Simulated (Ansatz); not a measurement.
This Ansatz (a quantum-chemistry and plane-wave program) input (MP2/def2-TZVPP) gives -558.88240 Eh with 73 basis functions. A basis named .json is the Basis Set Exchange file of that set (core-valence sets with the plain set on hydrogen).

Ansatz 0.2 input:
```yaml
crystal:
  periodic: [false, false, false]
  atoms:
    - {symbol: F, position_ang: [-0.00000000, -0.00000000, -1.00770435]}
    - {symbol: Cl, position_ang: [0.00000000, 0.00000000, 0.53349054]}
basis:
  gaussian:
    orbitals: def2-TZVPP
    fitting: {mean_field: def2-universal-jkfit, correlation: cc-pVTZ-RIFIT.json}
total_charge: 1
magnetization: {spin_polarized: true, initial_magnetization: 1}
correlation: {method: mp2, electrons: outside_noble_gas}
```

Change:
```diff
- fitting: {mean_field: def2-universal-jkfit, correlation: cc-pVTZ-RIFIT.json}
+ fitting: {mean_field: def2-universal-jkfit, correlation: cc-pVQZ-RIFIT.json}
```

### Question
What does the run give now?

### Answer
-558.88237 Eh (MP2/def2-TZVPP, 73 functions), a change of +0.03 mEh.
